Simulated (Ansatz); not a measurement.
## [OH···H···CH2], triplet: transfer scan

Starting geometry:

```xyz
6

O    -1.0723   -0.0291    0.0000
H    -1.3216    0.8974    0.0000
H    -0.1128   -0.0291    0.0000
C     1.2667   -0.0291    0.0000
H     1.6811   -0.0291    0.9962
H     1.6811   -0.0291   -0.9962
```

From there H3 is moved from one fragment to the other while all else, the fragments' distance too, stays fixed; atoms are numbered as listed. Energies are in kcal/mol, counted from the starting geometry at the same level. Kohn–Sham curves are unrestricted where that lies lower.

Basis cc-pVDZ; Ansatz 0.2.0. Correlated methods freeze the noble-gas cores. Prefix R: restricted or restricted open-shell reference; prefix U: unrestricted.

In so small a basis the reference is far from its limit while semilocal and hybrid functionals are nearer theirs (RPA and double hybrids share much of the reference's basis error), so the functionals' errors here hold much of the reference's basis and frozen-core error, which can add to them or hide them.

Full CI isn't at hand for all of this; UCCSDT(Q) serves as the reference, and is uncertain by about the last step of the cluster series.

| distance O1-H3 (Å) | UCCSDT(Q) | PBE | r2SCAN | PBE0 | B3LYP | r2SCANh | wB97M-V | B2PLYP | RPA-PBE |
| --- | --- | --- | --- | --- | --- | --- | --- | --- | --- |
| 0.892 | 4.2 | 6.6 | 5.7 | 5.3 | 5.5 | 5.3 | 4.8 | 4.8 | 5.3 |
| 0.960 | 0.0 | 0.0 | 0.0 | 0.0 | 0.0 | 0.0 | 0.0 | 0.0 | 0.0 |
| 1.001 | -0.2 | -1.7 | -1.2 | -1.0 | -1.2 | -1.0 | -0.7 | -0.7 | -1.0 |
| 1.042 | 0.4 | -2.3 | -1.5 | -1.0 | -1.4 | -1.0 | -0.4 | -0.5 | -1.1 |
| 1.084 | 1.6 | -2.2 | -1.1 | -0.6 | -1.1 | -0.6 | 0.4 | 0.2 | -0.7 |
| 1.125 | 2.9 | -1.6 | -0.5 | 0.2 | -0.6 | 0.2 | 1.3 | 1.1 | 0.0 |
| 1.166 | 4.1 | -0.6 | 0.4 | 1.2 | 0.2 | 1.1 | 2.4 | 2.1 | 0.9 |
| 1.208 | 5.4 | 0.9 | 1.7 | 2.4 | 1.3 | 2.3 | 3.7 | 3.3 | 2.0 |
| 1.249 | 6.9 | 3.0 | 3.5 | 4.1 | 2.9 | 3.9 | 5.3 | 4.9 | 3.6 |

(1) Judged by the spread of the error over the points with a reference (largest less smallest), which of these follows UCCSDT(Q) best and which worst?

Results:

(1) Subtracting the UCCSDT(Q) column from each: best wB97M-V (errors from -1.7 to 0.6, spread 2.3 kcal/mol), worst PBE (from -4.7 to 2.4, spread 7.1 kcal/mol). Functionals and wave-function methods converge differently with the basis, so part of this is basis effect.
